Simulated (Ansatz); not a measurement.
C3H7F (`CC(C)F`). Charge 0, multiplicity 1. The geometry is a stationary point of PBE0-D4/def2-TZVP.

```xyz
11

C    -1.249    0.281   -0.140
C    -0.021   -0.576    0.040
C     1.257    0.212    0.178
F     0.097   -1.410   -1.073
H    -2.133   -0.342   -0.281
H    -1.406    0.908    0.741
H    -1.135    0.930   -1.011
H    -0.149   -1.241    0.903
H     1.400    0.860   -0.690
H     2.114   -0.459    0.258
H     1.223    0.836    1.074
```

(1) What is the dipole moment at r2SCAN/def2-TZVPP? (Best estimate.)

(2) And with PBE, B3LYP, ωB97M-V? (An estimate is asked.)

(3) Give the Mulliken charges with r2SCAN, PBE, ωB97M-V in def2-TZVPP. (Best estimate.)

## Answers

(1) The calculation gave: 1.85 D, with components (-0.14, 1.21, 1.40) D in this frame, pointing from negative to positive charge.

(2) Computed: PBE 1.78 D, B3LYP 1.90 D, ωB97M-V 1.89 D.

(3) Computed: 
```csv
atom,r2SCAN,PBE,ωB97M-V
C1,-0.13,-0.24,-0.29
C2,0.26,0.17,0.14
C3,-0.13,-0.24,-0.29
F4,-0.26,-0.22,-0.25
H5,0.05,0.09,0.11
H6,0.04,0.07,0.09
H7,0.04,0.08,0.10
H8,-0.01,0.04,0.06
H9,0.04,0.08,0.10
H10,0.05,0.09,0.11
H11,0.04,0.07,0.09
```

B3LYP here is the variant with VWN-RPA as its local correlation; programs differ in this.
